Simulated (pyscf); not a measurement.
A first-order saddle from PySCF, ωB97X-D3(BJ)/def2-SVP:

```
N
H 1 1.0237
H 1 1.0238 2 102.83
N 1 1.6424 2 100.17 3 -102.99
H 4 1.0250 1 101.23 2 179.84
H 4 1.0250 5 102.55 1 -104.32
H 1 1.4173 2 94.08 3 95.13
```
Charge 0, spin multiplicity 2.

Surface: doublet, charge 0. Lowest wavenumbers (cm⁻¹): 1439i, 269, 616, 684, 969.

Problem. Which two sides does it connect, and which bonds change?

Solution. H₂N–NH₂ + H atom (H•) ⇌ ammonia (NH₃) + amino radical (NH₂•), a substitution at N read from left to right: N–N broken and H–N formed. At CCSD(T)/def2-TZVPP + ΔMP2(QZVPP) it lies +40.4 kJ/mol from the left side and +220.5 kJ/mol from the right (each side as separated species at their lowest minima found). The same reactants have a lower exit, to •HN–NH₂ + H₂ (barrier +18.3 kJ/mol at ωB97M-D3(BJ), against +46.7 kJ/mol here). This is the saddle that the search found; another between the same sides may lie lower. The angle at the attacked N is 157°. The CCSD(T) − MP2 part came from Ansatz, without density fitting, on the same reference.
